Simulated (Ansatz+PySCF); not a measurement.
# doublet C2H2(+): levels of theory in one basis

```yaml
atoms:
  - { symbol: C, position_ang: [0.0000, 0.0000, -0.6217] }
  - { symbol: C, position_ang: [0.0000, 0.0000, 0.6217] }
  - { symbol: H, position_ang: [0.0000, 0.0000, 1.6513] }
  - { symbol: H, position_ang: [0.0000, 0.0000, -1.6513] }
```

Basis set: cc-pVTZ (spherical functions). Left uncorrelated: 2 orbitals. Correlation on ROHF uses semicanonical orbitals with singles. Charge 1, multiplicity 2.

Computed with Ansatz (development build ahead of 0.2.0) and PySCF 2.14.0; each method stands on the lowest determinant of its kind that the runs found.

```csv
method,E − E(ROHF) (eV),<S²> of the determinant
ROHF,0.00,0.75
UHF,-0.07,0.75
ROHF-MP2,-6.80,–
UHF-MP2,-6.79,0.75
```

Question: What does ROHF-CCSD(T) give on the same scale?

Answer: -7.73 eV.

Caution for ROHF-MP2, UHF-MP2: MP2 on this radical cation hangs on the determinant chosen.
